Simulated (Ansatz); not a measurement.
System: NaCl, net charge -1, doublet state. 
Coordinates optimised at B3LYP-D3(BJ)/def2-TZVP (Ansatz, a quantum-chemistry and plane-wave program):
```xyz
2

Na     0.0000     0.0000    -1.5223
Cl     0.0000     0.0000     0.9850
```
Charge -1, spin multiplicity 2.

Basis-set convergence of Hartree-Fock and CCSD correlation energies (hartree) with Ansatz. Cores are frozen in the correlated levels unless marked. UHF or UKS for open shells. Spin-orbit coupling is left out. No relativistic terms.

```tsv
basis	functions	E(HF)	E(corr, CCSD)
def2-SVPD	45	-621.25835	-0.16914
def2-TZVPPD	86	-621.46372	-0.22071
def2-QZVPPD	137	-621.48317	-0.24061
```

Extrapolating the two largest sets (X = 3 and 4) as X^-3: E(corr) = (64·(-0.24061) - 27·(-0.22071))/37 = -0.2551 Eh, an estimate of the basis-set limit. The largest set recovers 94.3 % of it, the smallest 66.3 %.
